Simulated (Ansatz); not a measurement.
Ansatz (a first-principles code) input (CCSD(T)/cc-pVDZ):

Ansatz 0.2 input:
```yaml
crystal:
  periodic: [false, false, false]
  atoms:
    - {symbol: C, position_ang: [1.22893590, -0.26528729, -0.08447538]}
    - {symbol: C, position_ang: [-0.06793587, 0.15138831, 0.51035141]}
    - {symbol: N, position_ang: [-1.18685885, 0.17356122, -0.32737126]}
    - {symbol: H, position_ang: [1.58451835, 0.43047252, -0.86144879]}
    - {symbol: H, position_ang: [2.00333855, -0.32675537, 0.68054974]}
    - {symbol: H, position_ang: [1.15411148, -1.25146100, -0.55780425]}
    - {symbol: H, position_ang: [-0.08027742, 0.88914559, 1.30293866]}
    - {symbol: H, position_ang: [-2.06767242, 0.33444452, 0.13855511]}
    - {symbol: H, position_ang: [-1.25200667, -0.60738096, -0.96644782]}
basis:
  gaussian:
    orbitals: cc-pVDZ
magnetization: {spin_polarized: true, initial_magnetization: 1}
correlation: {method: ccsd_t, electrons: outside_noble_gas}
```

End of the output:

```
reference -3636.57891225 eV, -133.6418100636 hartree; 10, 9 occupied and 59, 60 virtual orbitals, 655 factors
second order -11.91380261 eV of doubles, -0.00000000 eV of singles
coupled cluster: 0.36 GiB planned
cycle   1  -12.67000779 eV  change   -7.6e-1 eV  update   7.2e-2
cycle   2  -13.01339699 eV  change   -3.4e-1 eV  update   2.3e-2
cycle   3  -13.07115170 eV  change   -5.8e-2 eV  update   1.2e-2
cycle   4  -13.07017060 eV  change    9.8e-4 eV  update   5.5e-3
cycle   5  -13.07017810 eV  change   -7.5e-6 eV  update   2.3e-3
cycle   6  -13.07000118 eV  change    1.8e-4 eV  update   7.3e-4
cycle   7  -13.06989263 eV  change    1.1e-4 eV  update   2.3e-4
cycle   8  -13.06992464 eV  change   -3.2e-5 eV  update   1.0e-4
cycle   9  -13.06991536 eV  change    9.3e-6 eV  update   3.8e-5
cycle  10  -13.06991543 eV  change   -6.6e-8 eV  update   1.7e-5
perturbative correction -0.34521223 eV, -0.0126863156 hartree
Total energy: -3649.99403991 eV, -134.1348069120 hartree
```

It need not be the lowest isomer of its formula.
